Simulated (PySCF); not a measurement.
# C5H9N (Propanenitrile, 2,2-dimethyl-): the cost of one run

The runs use PySCF 2.14.0, with density-fitted response routines of our own; the level of theory stands in each step. All values are computed, except where a source is named. Atoms are numbered from 0 throughout.

## 1. Starting geometry

15 atoms, charge 0, multiplicity 1; geometry from: MMFF94s.

Bonds of the start (Å): C0–C1 1.53, C1–C2 1.53, C1–C3 1.53, C1–C4 1.48, C4–N5 1.16, C0–H6 1.10, C0–H7 1.10, C0–H8 1.10, C2–H9 1.10, C2–H10 1.10, C2–H11 1.10, C3–H12 1.10, C3–H13 1.10, C3–H14 1.10.

## 2. Geometry optimisation at PBE0-D3(BJ)/def2-SVP

What the job is given:

```
{"job": {"xc": "PBE0", "basis": "def2-SVP", "d3": "d3bj", "grid": 1, "kind": "geom"}, "charge": 0, "multiplicity": 1}
C      0.500633     1.321592     0.434036
C     -0.070499    -0.080458     0.181509
C     -1.230168     0.009364    -0.819893
C      1.028971    -0.989225    -0.385073
C     -0.565571    -0.645460     1.456127
N     -0.953917    -1.088661     2.455968
H     -0.261222     1.994574     0.845352
H      1.329395     1.291489     1.151500
H      0.876985     1.769542    -0.492603
H     -1.664191    -0.978141    -1.017295
H     -0.896338     0.425078    -1.777338
H     -2.036189     0.648859    -0.440570
H      1.871216    -1.078292     0.311490
H      0.652591    -2.002209    -0.571374
H      1.418305    -0.598050    -1.331837
```

Launch:

```console
OMP_NUM_THREADS=1 python probes_run.py task.json out
```

This one command runs all jobs of the session in turn.

Q: Estimate the wall time and peak memory of this first job on 1 thread of Arm Neoverse V2, shared host.

About 39 s, with a peak of 0.62 GiB.
